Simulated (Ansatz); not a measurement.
# C2H3FO: vertical ionisation energy

An exercise on one series of results from a longer session: the logs are not shown, and one member is left open.

The runs use Ansatz 0.2.0, Gaussian basis; unrestricted cation, the program's frozen cores in correlated methods.

Levels to be run: UKS PBE-D4/def2-TZVPP; UKS r2SCAN-D4/def2-TZVPP; UKS PBE0-D4/def2-TZVPP; UKS B3LYP-D4/def2-TZVPP; UKS wB97X-V/def2-TZVPP; UKS wB97M-V/def2-TZVPP; UKS B2PLYP/def2-TZVPP; UHF-CCSD(T)/def2-TZVPP; UHF-MP2/def2-QZVPP; extrapolation to the limit; then −ε(HOMO) from the neutral's earlier runs with LDA (SPW92), PBE-D4, revPBE-D4, BLYP-D4, r2SCAN-D4, B97M-V, PBE0-D4, B3LYP-D4, r2SCANh-D4, r2SCAN0-D4, HSE06-D4, BHLYP-D4, CAM-B3LYP-D4, LC-ωPBE, ωB97X-V, ωB97M-V.

## The geometry

An earlier PBE0-D4 in a triple-zeta def2 set relaxation fixed the geometry.

7 atoms, charge 0, spin multiplicity 1.

Atoms are counted from 1 here; the program's logs count them from 0.

Bond lengths: C1–C2 1.320 Å, C1–H5 1.078 Å, C1–H6 1.079 Å, C2–O3 1.334 Å, C2–F4 1.338 Å, O3–H7 0.963 Å. Angles: C2–C1–H5 119.7°, C2–C1–H6 119.7°, H5–C1–H6 120.6°, C1–C2–O3 126.4°, C1–C2–F4 122.1°, O3–C2–F4 111.6°, C2–O3–H7 108.9°.

Set-up of the first run:

The input, in.yaml:

```yaml
crystal:
  periodic: [false, false, false]
  atoms:
    - {symbol: C, position_ang: [-0.818604, 0.657155, -0.079608]}
    - {symbol: C, position_ang: [0.158714, -0.229868, -0.092150]}
    - {symbol: O, position_ang: [1.180209, -0.293177, 0.763703]}
    - {symbol: F, position_ang: [0.224472, -1.201763, -1.009195]}
    - {symbol: H, position_ang: [-1.595179, 0.607963, -0.825936]}
    - {symbol: H, position_ang: [-0.833438, 1.425237, 0.677603]}
    - {symbol: H, position_ang: [1.745126, -1.033548, 0.519883]}
basis:
  gaussian: {orbitals: def2-TZVPP}
total_charge: 1
magnetization: {spin_polarized: true, initial_magnetization: 1}
hamiltonian: {xc: pbe, dispersion: d4}
```

The run is started by

```sh
ansatz run in.yaml --threads 2 --pin off --events-out ev --progress --plain --max-ram 4352MiB
```

Among the steps run: Cation, UKS PBE-D4/def2-TZVPP; Cation, UKS r2SCAN-D4/def2-TZVPP; Cation, UKS PBE0-D4/def2-TZVPP; Cation, UKS B3LYP-D4/def2-TZVPP; Cation, UKS wB97X-V/def2-TZVPP; Cation, UKS wB97M-V/def2-TZVPP; Cation, UKS B2PLYP (frozen core)/def2-TZVPP; Cation, UHF-CCSD(T)/def2-TZVPP; Cation, UHF-MP2/def2-QZVPP.

One of the session's tables, all rows but one given; the rest of the session is left out.

For comparison, −ε(HOMO) of the neutral from earlier runs:

```
  functional  −ε(HOMO) (eV)
 LDA (SPW92)           5.85
      PBE-D4           5.65
   revPBE-D4           5.57
     BLYP-D4           5.53
   r2SCAN-D4           5.88
      B97M-V           5.91
     PBE0-D4           6.92
    B3LYP-D4              ?
  r2SCANh-D4           6.36
  r2SCAN0-D4           7.08
    HSE06-D4           6.51
    BHLYP-D4           8.07
CAM-B3LYP-D4           8.32
     LC-ωPBE           9.68
     ωB97X-V           9.29
     ωB97M-V           9.19
```

**Question.** Estimate the row for B3LYP-D4.

Worked estimate for «−ε(HOMO) (eV)». Against the share of exact exchange, BLYP-D4 (0, 5.53), BHLYP-D4 (0.5, 8.07) give a slope of 5.08 per unit share; at 0.2 the line stands at 6.55.

The run gave: −ε(HOMO) (eV): 6.71. In «−ε(HOMO) (eV)» the line misses by -0.16.
